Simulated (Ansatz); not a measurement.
The cation of C₂H₇Al, SMILES `[CH3][AlH][CH3]` at the neutral geometry.

```yaml
crystal:
  periodic: [false, false, false]
  atoms:
    - {symbol: C, position_ang: [-1.219069, 0.923611, -0.783252]}
    - {symbol: Al, position_ang: [0.496807, 0.021781, -0.536449]}
    - {symbol: C, position_ang: [0.903909, -0.949004, 1.109748]}
    - {symbol: H, position_ang: [-2.054026, 0.233181, -0.621228]}
    - {symbol: H, position_ang: [-1.336991, 1.368520, -1.773779]}
    - {symbol: H, position_ang: [-1.340336, 1.723706, -0.043581]}
    - {symbol: H, position_ang: [1.605652, 0.078822, -1.681217]}
    - {symbol: H, position_ang: [0.068961, -0.980035, 1.814001]}
    - {symbol: H, position_ang: [1.201854, -1.980854, 0.894349]}
    - {symbol: H, position_ang: [1.756339, -0.490926, 1.624509]}
basis:
  gaussian: {orbitals: def2-TZVPP}
total_charge: 1
magnetization: {spin_polarized: true, initial_magnetization: 1}
hamiltonian: {xc: {name: wB97X-V}}
```

```sh
$ ansatz run in.yaml --threads 2 --pin off --events-out ev --progress --plain
```

It prints (some lines left out):

```
Functional definition: wB97X-V
1061 factors; their error is unknown
288 factors; integrals over basis functions are off by at most 1.3e-5 eV
mean field evaluation 1: about -8762.9114 eV, gradient 4.9e1 eV
mean field evaluation 2: about -8767.0643 eV, gradient 3.8e1 eV
mean field evaluation 4: about -8774.1954 eV, gradient 6.7e-1 eV
mean field evaluation 8: about -8774.2104 eV, gradient 4.8e-2 eV
mean field evaluation 16: about -8774.2038 eV, gradient 3.2e-3 eV
mean field -8774.51750930 eV, -322.4575708852 hartree, gradient 1.5e-5 eV, S^2 0.767957; 2 other end points of the search recorded, 0 dependent functions left out
reference -8774.51750719 eV, -322.4575708078 hartree; 16, 15 occupied and 186, 187 virtual orbitals, 1061 factors
Total energy: -8774.51750719 eV, -322.4575708078 hartree
```

Run time 40 s (2 threads of a server CPU on a shared host); peak host memory 0.8 GiB.
